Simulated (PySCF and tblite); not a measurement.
Results of a calculation; reference values are marked as such.
# C3H8O, numbered as in [CH3:1][CH2:2][CH2:3][OH:4]: conformational analysis

Free energies: B3LYP-D3(BJ)/def2-TZVP (IEF-PCM, chloroform) on PBE0-D3(BJ)/def2-SVP structures plus GFN2-xTB thermal terms, symmetry and mirror images included. Conformers within 3 kcal/mol (GFN2-xTB free energy) were kept, 8 at most. GIAO shieldings: WP04/pcSseg-1 (IEF-PCM, chloroform). Couplings: B3LYP/pcJ-1 (gas phase; spin-dipole term only for pairs with B, N, F, Si or P). Shifts are against TMS (¹H), TMS (¹³C) at the same level. Run with PySCF (density fitting) and tblite.

Torsions listed: C1–C2–C3–O4, C2–C3–O4–H4. Of a mirror pair one member is shown.

```tsv
conformer	shape	symmetry	E(GFN2) kcal/mol	E(DFT) kcal/mol	G(298.15 K) kcal/mol	weight %	dipole D
1	178°, 60°	C1 (pair)	0.00	0.00	0.00	26.4	1.98
2	62°, -67°	C1 (pair)	0.35	0.07	0.09	22.7	1.95
3	-58°, -61°	C1 (pair)	0.13	0.10	0.13	21.3	1.96
4	-62°, 175°	C1 (pair)	1.72	0.39	0.23	17.9	1.81
5	-179°, -178°	Cs	1.37	0.27	0.48	11.8	1.76
```

Weights (%) against temperature:

```json
{"T (K)": "220", "1": "28.0", "2": "23.5", "3": "21.1", "4": "15.9", "5": "11.4", "S(mix) cal/mol/K": "4.33"}
{"T (K)": "260", "1": "27.0", "2": "23.1", "3": "21.2", "4": "17.0", "5": "11.6", "S(mix) cal/mol/K": "4.34"}
{"T (K)": "298.15", "1": "26.4", "2": "22.7", "3": "21.3", "4": "17.9", "5": "11.8", "S(mix) cal/mol/K": "4.35"}
{"T (K)": "340", "1": "25.8", "2": "22.4", "3": "21.3", "4": "18.6", "5": "11.9", "S(mix) cal/mol/K": "4.35"}
{"T (K)": "380", "1": "25.3", "2": "22.1", "3": "21.3", "4": "19.2", "5": "12.0", "S(mix) cal/mol/K": "4.36"}
```

Averaged shifts at 298.15 K. ¹H: 3.44 (H3, 2H), 1.34 (H2, 2H), 0.95 (H1, 3H) ppm. ¹³C: 68.7 (C3), 31.0 (C2), 13.9 (C1) ppm.

Coordinates of conformer 1 (Å):

```xyz
12

C    -1.522   -0.100    0.179
C    -0.108   -0.377    0.661
C     0.932    0.528    0.020
O     2.230    0.309    0.502
H    -2.250   -0.774    0.654
H    -1.828    0.933    0.409
H    -1.610   -0.234   -0.912
H    -0.040   -0.258    1.756
H     0.158   -1.430    0.450
H     0.880    0.425   -1.085
H     0.692    1.581    0.242
H     2.467   -0.604    0.308
```

Coordinates of conformer 2 (Å):

```xyz
12

C     0.903    0.889    0.410
C     0.588   -0.458   -0.221
C    -0.893   -0.806   -0.198
O    -1.688    0.093   -0.926
H     1.981    1.108    0.386
H     0.400    1.710   -0.127
H     0.580    0.927    1.464
H     0.932   -0.468   -1.269
H     1.143   -1.256    0.301
H    -1.048   -1.795   -0.657
H    -1.236   -0.889    0.855
H    -1.662    0.944   -0.478
```

H on N, O and S are left out: they exchange, and hydrogen bonds move them by several ppm. Shifts are unscaled: against experiment ¹³C can be off by 15 ppm or more and ¹H by 0.8 ppm.

Search and properties took 100 s on 1 thread of Arm Neoverse V2 (shared host) (rough), launched as `OMP_NUM_THREADS=1 python ens_run.py task.json out`.
